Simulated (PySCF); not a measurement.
C3H6, SMILES C=CC. Geometry: PBE-D3(BJ)/def2-TZVP.

Computed equilibrium geometry at PBE-D3(BJ)/def2-TZVP (PySCF confirms it by a frequency run) as a Z-matrix, and its point group:
point group Cs.
```
C
C 1 1.3356
H 2 1.0908 1 121.68
H 2 1.0933 3 116.95 1 180.00
H 1 1.0961 2 118.73 3 0.00
C 1 1.4962 5 116.09 2 180.00
H 6 1.0990 1 111.53 5 180.00
H 6 1.1022 7 108.27 1 122.54
H 6 1.1022 7 108.27 8 114.92
```
Charge 0, spin multiplicity 1.
